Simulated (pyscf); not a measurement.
PySCF, gas phase, ωB97X-D3(BJ)/def2-SVP geometries.

Q: H₂B–NH–GeH₃ + hydrogen fluoride (HF) → H₂N–GeH₃ + H₂B–F
Surface: singlet. Broken: B–N, F–H. Formed: H–N, B–F. Give ΔE‡ and ΔE from PBE/def2-TZVP, relative to the separated reactants.

A: ΔE‡ = 23.6 kJ/mol, ΔE = +1.4 kJ/mol. ωB97M-D3(BJ)/def2-TZVP gives 38.1 kJ/mol and -0.1 kJ/mol. Zero-point energy shifts the barrier by +4.0 kJ/mol. It is a four-centre exchange, with an imaginary mode of 772i cm⁻¹. On the reactant side the descent ends in a complex, 23.1 kJ/mol under the separated species and 60.7 kJ/mol under the saddle at ωB97X-D3(BJ)/def2-TZVP. On the product side the descent ends in an adduct with a B–N contact (not fully relaxed), 103.8 kJ/mol under the separated species and 140.4 kJ/mol under the saddle at ωB97X-D3(BJ)/def2-TZVP. What is counted as broken (B–N) persists as a longer contact in the product adduct; parting that adduct is a step of its own. One saddle was located; it need not be the lowest between these sides. Elements up to Kr have no core potential and no relativistic terms here.
